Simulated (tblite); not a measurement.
# C2H3BCl3N: the cost of one run

Computed with tblite 0.8.0 and PySCF 2.14.0; each step states its level. No surroundings beyond the atoms listed, unless a continuum is named. Atoms count from 0, parts from 1.

## 1. The system as given

10 atoms, charge 0, multiplicity 1; geometry: rigid parts in contact. Parts: 1 = atoms 0–3, `ClB(Cl)Cl`, charge 0; 2 = atoms 4–9, `CC#N`, charge 0.

## 2. Search for minima with GFN2-xTB

The job: settings as JSON, then the geometry in Å.

```
{"job": {"kind": "dock", "xc": "GFN2-xTB", "basis": "xTB"}, "charge": 0, "multiplicity": 1, "parts": [{"atoms": "0-3", "charge": 0, "multiplicity": 1}, {"atoms": "4-9", "charge": 0, "multiplicity": 1}]}
Cl     1.195107     0.876355    -0.879555
B     -0.000155    -0.000003    -0.000153
Cl     0.319923    -0.508658     1.615029
Cl    -1.514876    -0.367695    -0.735321
C      2.611741    -4.471529    -2.074408
C      2.138919    -3.284302    -1.417834
N      1.762740    -2.340097    -0.895869
H      3.320657    -4.987377    -1.427860
H      1.770101    -5.129731    -2.286922
H      3.103849    -4.199964    -3.007576
```

Level: GFN2-xTB search for minima from random contacts, gas phase.

The run is started by

```bash
$ OMP_NUM_THREADS=1 python cluster_run.py task.json out
```

This one command runs all jobs of the session in turn.

**Question.** How long does this first job take on 1 thread of Intel Xeon Platinum 8259CL at 2.50GHz, shared host?

About 11 s.
